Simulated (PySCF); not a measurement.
## B: ionisation energy

B [He] 2s2 2p1 (2P) → B⁺ [He] 2s2 (1S), as a difference of total energies. Calculation: PySCF 2.14, in 6-31G*; the non-relativistic Hamiltonian (point nucleus). Correlated levels: valence: 1s2 frozen. The calculations carry no spin-orbit coupling.

```json
{"method": "UHF", "ionisation energy (eV)": "7.835", "error (eV)": "-0.462"}
{"method": "r2SCAN", "ionisation energy (eV)": "8.583", "error (eV)": "+0.286"}
{"method": "PBE0", "ionisation energy (eV)": "8.468", "error (eV)": "+0.171"}
{"method": "MP2 (valence)", "ionisation energy (eV)": "7.909", "error (eV)": "-0.388"}
{"method": "SCS-MP2 (valence)", "ionisation energy (eV)": "7.870", "error (eV)": "-0.427"}
{"method": "CCSD (valence)", "ionisation energy (eV)": "7.770", "error (eV)": "-0.527"}
{"method": "CCSD(T) (valence)", "ionisation energy (eV)": "7.791", "error (eV)": "-0.506"}
```

Reference: 8.297 eV (measured; NIST levels, between the centres of gravity of the two terms).

Errors of the correlated levels include the incompleteness of this basis and the frozen core.

The coupled-cluster amplitudes are large for B⁺ (T1 above 0.03 or a double amplitude above 0.15), so a single reference is strained.
